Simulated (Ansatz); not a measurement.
System: phosphane, PH$_{3}$, net charge 0, singlet state. SMILES: P
Coordinates optimised at B3LYP-D3(BJ)/def2-TZVP (Ansatz, a program for electronic structure):
```xyz
4

P      0.0029     0.0016     0.1282
H     -0.0038     1.1839    -0.6561
H      1.0120    -0.6137    -0.6568
H     -1.0521    -0.5944    -0.6098
```
Charge 0, spin multiplicity 1.

Parts of the frozen-core correlation energy in STO-3G (Ansatz, hartree). Frozen orbitals: 5; correlated occupied orbitals by spin: 4 and 4; virtual: 3 and 3. Spin-orbit coupling is left out. Non-relativistic.

```
term                            value
-------------------------  ----------
reference (HF)             -338.63378
MP2 opposite-spin            -0.04170
MP2 same-spin                     [?]
CCSD correlation                  [?]
(T)                               [?]
FCI minus CCSD(T)            -0.00005
T1 diagnostic                   0.006
largest doubles amplitude       0.083
```

**Question.** Complete the blanks.

**Answer.** 
- MP2 same-spin, value: -0.00049
- CCSD correlation, value: -0.06325
- (T), value: -0.00013
